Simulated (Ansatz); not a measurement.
# CH2ClN: the cost of one run

All numbers below are computed with Ansatz 0.2.0 (RKS BLYP-D4/cc-pVDZ).

## (1) Starting point

Bond lengths: Cl1–H2 1.285 Å, C3–N4 1.138 Å, C3–H5 1.058 Å. Angles: N4–C3–H5 179.7°.

As a file:

```xyz
5

Cl   -0.0069   -0.5336   -2.5297
H     0.0522    0.7360   -2.3410
C    -0.0221   -0.0641    1.5983
N     0.2484   -0.2851    2.6809
H    -0.2716    0.1469    0.5916
```

## (2) Relaxing the start

Contents of input.yaml:

```yaml
crystal:
  periodic: [false, false, false]
  atoms:
    - { symbol: Cl, position_ang: [-0.0069, -0.5336, -2.5297] }
    - { symbol: H, position_ang: [0.0522, 0.736, -2.341] }
    - { symbol: C, position_ang: [-0.0221, -0.0641, 1.5983] }
    - { symbol: "N", position_ang: [0.2484, -0.2851, 2.6809] }
    - { symbol: H, position_ang: [-0.2716, 0.1469, 0.5916] }
basis:
  gaussian: { orbitals: cc-pVDZ }
hamiltonian:
  xc: blyp
  dispersion: d4
relax:
  f_tol: 0.02
  max_steps: 40
output:
  orbitals: {}
```

The run is started by

```sh
ansatz run input.yaml --threads 1 --pin off --max-ram 2048MiB --backend cpu --events-out ev --progress --plain --runs-dir out
```

**Question.** How long does this run take on 1 thread of Arm Neoverse V1, shared host, and how much memory does it need?

About 14 s, with a peak of 0.12 GiB.
